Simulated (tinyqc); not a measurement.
Ways to converge the cycle: SCF convergence aids in the sto-3g basis, for NH, spin multiplicity 3. Computed by the program tinyqc with PySCF. UHF with one setting changed at a time; a run stops when the energy changes by less than 1e-09 hartree and the error matrix is below 1e-5. The start is the Wolfsberg-Helmholz matrix. Damping d keeps d of the old density; a shift (hartree) raises the virtual levels; DIIS n extrapolates F over n matrices.

Geometry (angstrom):
```
atom,x,y,z
N,0.0000,0.0000,0.0000
H,0.0000,0.0000,0.8860
```

lowest solution found by these runs and by PySCF with stability checks = -54.217583 hartree

Largest element of the error matrix X^T (FDS - SDF) X:
```
iteration,plain,damping 0.3,damping 0.6,shift 0.4,DIIS 3,DIIS 8
1,1.8e-01,1.8e-01,1.8e-01,1.8e-01,1.8e-01,1.8e-01
2,5.3e-02,9.4e-02,1.3e-01,8.1e-02,5.3e-02,5.3e-02
3,1.5e-02,4.7e-02,9.6e-02,3.4e-02,5.1e-03,5.1e-03
4,4.4e-03,2.3e-02,6.9e-02,1.4e-02,2.5e-03,2.5e-03
5,2.0e-03,1.2e-02,4.9e-02,6.7e-03,8.0e-04,8.0e-04
6,1.0e-03,5.8e-03,3.5e-02,3.4e-03,8.5e-05,1.6e-05
8,3.1e-04,1.8e-03,1.8e-02,1.1e-03,1.8e-06,-
10,9.9e-05,7.3e-04,9.0e-03,4.0e-04,-,-
14,1.0e-05,1.5e-04,2.4e-03,7.1e-05,-,-
20,-,1.7e-05,5.4e-04,-,-,-
30,-,-,6.8e-05,-,-,-
```

How each run ends:
```
run,iterations,E (hartree),state
plain,15,-54.217583,lowest found
damping 0.3,22,-54.217583,lowest found
damping 0.6,41,-54.217583,lowest found
shift 0.4,19,-54.217583,lowest found
DIIS 3,8,-54.217583,lowest found
DIIS 8,7,-54.217583,lowest found
```

What does the comparison show, and why?

6 of 6 runs reach the lowest solution found, in 7 to 41 iterations (fastest: DIIS 8). Plain steps already contract here, so damping only slows them. DIIS 3 and DIIS 8 gain by cancelling the error over several earlier matrices, much as a quasi-Newton step does.
